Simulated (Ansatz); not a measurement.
in.yaml

```yaml
crystal:
  periodic: [false, false, false]
  atoms:
    - {symbol: B, position_ang: [0.000000, 0.000000, 1.864667]}
    - {symbol: Al, position_ang: [0.000000, 0.000000, -0.072333]}
    - {symbol: H, position_ang: [0.000000, 0.000000, -1.792333]}
basis:
  gaussian: {orbitals: 6-31G, fitting: {mean_field: def2-universal-jkfit}}
magnetization: {spin_polarized: false, initial_magnetization: 3}
correlation: {method: fic_mrcisd_q, electrons: outside_noble_gas, active_space: {window: {electrons: 5, orbitals: 5}}}
```

```sh
$ ansatz run in.yaml --threads 1 --pin off --events-out ev --progress --plain --max-ram 2393MiB
```

Log:

```
221 factors; integrals over basis functions are off by at most 1.0e-1 eV
mean field evaluation 1: about -7263.4358 eV, gradient 6.9e0 eV
mean field evaluation 2: about -7264.5167 eV, gradient 4.3e0 eV
mean field evaluation 4: about -7264.9918 eV, gradient 1.4e0 eV
mean field evaluation 8: about -7265.0267 eV, gradient 4.2e-4 eV
mean field evaluation 16: about -7265.0002 eV, gradient 5.8e-1 eV
mean field -7265.02671142 eV, -266.9848072328 hartree, gradient 4.3e-7 eV, S^2 3.750000; 2 other end points of the search recorded, 0 dependent functions left out
reference -7265.02671142 eV, -266.9848072328 hartree; 11, 8 occupied and 13, 16 virtual orbitals, 221 factors
state -7265.52314485 eV, -267.0030508246 hartree
contracted CI cycle   1: correlation 0.00000000 eV, 0.0000000000 hartree, residual 7.29e0 eV
contracted CI cycle   2: correlation -1.59250290 eV, -0.0585234020 hartree, residual 1.59e0 eV
contracted CI cycle   3: correlation -1.68795825 eV, -0.0620313214 hartree, residual 6.07e-1 eV
contracted CI cycle   4: correlation -1.70088677 eV, -0.0625064359 hartree, residual 2.48e-1 eV
contracted CI cycle   5: correlation -1.70275488 eV, -0.0625750875 hartree, residual 1.10e-1 eV
contracted CI cycle   6: correlation -1.70310129 eV, -0.0625878180 hartree, residual 5.62e-2 eV
contracted CI cycle   7: correlation -1.70319194 eV, -0.0625911493 hartree, residual 2.68e-2 eV
contracted CI cycle   8: correlation -1.70321377 eV, -0.0625919516 hartree, residual 1.05e-2 eV
contracted CI cycle   9: correlation -1.70321646 eV, -0.0625920504 hartree, residual 4.17e-3 eV
contracted CI cycle  10: correlation -1.70321686 eV, -0.0625920653 hartree, residual 1.49e-3 eV
contracted CI cycle  11: correlation -1.70321692 eV, -0.0625920673 hartree, residual 5.13e-4 eV
state -7265.52314485 eV, -267.0030508246 hartree; corrected -7267.35281561 eV, -267.0702899849 hartree
Total energy: -7267.35281561 eV, -267.0702899849 hartree
```

Ran on 1 thread of Arm Neoverse V1, shared host: 0.55 s wall, 0.15 GiB peak host memory.
